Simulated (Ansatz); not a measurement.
Results of RPBE (plane waves, PAW; Ansatz, a program for electronic structure) for zinc-blende BeTe.

Numerical settings: plane-wave cutoff 520 eV, 10×10×10 k mesh, Fermi–Dirac smearing 0.01 eV, scalar-relativistic PAW data made under PBE.

The cell is scaled about its equilibrium volume:

```tsv
V (Å³/atom)	P (GPa)	direct gap at Γ (eV)	smallest gap on the k mesh (eV)
21.951	3.68	3.640	2.037
22.418	2.33	3.658	2.092
22.885	1.10	3.674	2.144
23.352	0.00	3.600	2.193
23.819	-1.01	3.462	2.239
24.286	-1.91	3.330	2.284
24.753	-2.73	3.202	2.325
```

The fundamental gap (2.19 eV at the equilibrium volume, with added k points) lies elsewhere than Γ–Γ.

Spin–orbit coupling is not included; with these elements it can move the gap by several tenths of an eV or more.
